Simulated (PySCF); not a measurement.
Compound: C2H6N (doublet state).
SMILES with atom numbers: `[CH2:1][CH2:2][NH2:3]` (hydrogens: H4, H5 on C1; H6, H7 on C2; H8, H9 on N3)

Structure used (GFN2-xTB), in Å, numbered top down from 1:
```
atom  x, y, z in Å
C1     1.1454   -0.1371   -0.1772
C2    -0.1537    0.5450   -0.3228
N3    -1.2149   -0.1846    0.4006
H4     1.3496   -1.0192   -0.7559
H5     1.7524    0.0388    0.6914
H6    -0.4672    0.5952   -1.3687
H7    -0.1271    1.5556    0.0913
H8    -1.2992   -1.1273    0.0324
H9    -0.9717   -0.2603    1.3837
```

The hyperfine couplings belong to this conformer and change with its torsions.

Theory: PySCF, UKS B3LYP, pcH-1 on C H N, non-relativistic, mean-field spin-orbit, GIAO. Geometry: GFN2-xTB, one conformer, isolated molecule. The geometry wasn't refined by DFT: couplings that depend on bond lengths, twists or pyramidal angles can differ widely from those at the functional's own minimum. The SCF solution wasn't tested for stability.

(1) What is the g tensor, term by term?

(2) What effective moment and Curie constant follow for a powder?

(3) Average each term over the three axes. Which is largest in size?

(4) At 9.405 GHz, how far is the centre of the isotropic spectrum from where a free electron (g = 2.002319) resonates?

(5) In a frozen sample, at which fields do the three g values resonate at 9.5, 34, 94 and 263 GHz (hyperfine left aside), and which band first spreads them over more than twice a line width of 1.0 mT?

Results:

(1) 
| Δg (ppm) | 1 | 2 | 3 |
| --- | --- | --- | --- |
| relativistic mass correction | -151 | -151 | -151 |
| gauge correction | 17 | 44 | 35 |
| orbital Zeeman/spin–orbit | -107 | 79 | 455 |
| total | -242 | -29 | 339 |

So g = 2.00208, 2.00229, 2.00266 and g_iso = 2.00234; the tensor is rhombic: the two nearest values differ by 37 % of g3 − g1. Axes: g3 points within 2° of the C1–C2 bond.

(2) With the mean of g² = 4.0094 and S(S+1) = 0.75: μ_eff = √(⟨g²⟩S(S+1)) = 1.734 μB and χT = 0.12505·⟨g²⟩·S(S+1) = 0.376 cm³ K/mol (cgs; spin-Hamiltonian part alone).

(3) The mass correction -151, the orbital-Zeeman/spin–orbit term 142 and the gauge correction 32 ppm, for a total of 23 ppm. The mass correction is the same along every axis, so the anisotropy comes from the other two: their spans along these axes are 27 (gauge) and 563 ppm (orbital Zeeman/spin–orbit).

(4) B = hν/(g μB) with μB/h = 13.99624 MHz/mT gives 335.59 mT for the free electron and 335.59 mT at g_iso, the same within 0.01 mT.

(5) 
```tsv
band	GHz	B(g3) mT	B(g2) mT	B(g1) mT	spread mT
X	9.5	338.93	338.99	339.02	0.10
Q	34.0	1213.00	1213.22	1213.35	0.35
W	94.0	3353.59	3354.20	3354.56	0.97
J	263.0	9382.90	9384.63	9385.63	2.72
```

The spread grows in proportion to the frequency. J band is the first where it exceeds 2.0 mT.

Largest spin populations (Mulliken): C1 (+1.03), N3 (+0.11) and C2 (-0.07). C1 is the only atom above +0.15. The angles at C1 add up to 357.3°, so it is nearly planar; its axial dipolar tensor and the negative couplings of its protons fit spin in a p orbital normal to that plane.

The HOMO–LUMO gaps are 6.79 eV among the α and 4.96 eV among the β orbitals.
